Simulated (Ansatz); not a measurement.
CH₃OH → `[CH2]` (triplet) + H₂O at 400 K and 1 bar (formal loss of a carbene).

Program: Ansatz. Geometries: PBE0-D4/def2-TZVP. ΔE: electronic, gas phase. CBS: def2 TZ/QZ extrapolation, frozen cores. Triplets are unrestricted, without spin–orbit coupling.

```tsv
species	CCSD(T)/CBS energy (Eh)	H − E (kJ/mol)	S (J/(mol·K))
CH₃OH	-115.61226	151.2	252.6
`[CH2]` (triplet)	-39.09310	59.0	205.7
H₂O	-76.37685	69.8	198.6
```

H − E and S are ideal-gas, rigid-rotor, harmonic terms from PBE0-D4/def2-TZVP, with the whole ground term of open shells counted as degenerate. 1 Eh = 2625.50 kJ/mol, R = 8.31446 J/(mol·K).

Problem. By hand: ΔE, ΔH, ΔS and ΔG.

Solution. ΔE = (-39.09310) + (-76.37685) − (-115.61226) = 0.14231 Eh = 373.6 kJ/mol. Δ(H − E) = 59.0 + 69.8 − 151.2 = -22.4, so ΔH = 351.2 kJ/mol. ΔS = 205.7 + 198.6 − 252.6 = 151.7 J/(mol·K). ΔG = 351.2 − 400 × (151.7)/1000 = 290.5 kJ/mol.

Problem. By hand: the equilibrium constant, and the temperature at which ΔG would vanish if ΔH and ΔS stayed fixed.

Solution. log₁₀ K = −ΔG/(RT ln 10) = -37.9. ΔG = 0 at ΔH/ΔS = 2315 K.

The number of gas molecules changes by +1, which sets the sign of ΔS. A doubt of 5 kJ/mol in ΔE shifts log₁₀ K by 0.7 here. A triplet takes part, so the spin changes. These are equilibria of isolated gas molecules and say nothing of rates. Largest T1 diagnostic: 0.011 (customary marks: 0.02 for closed shells, 0.045 for open ones).
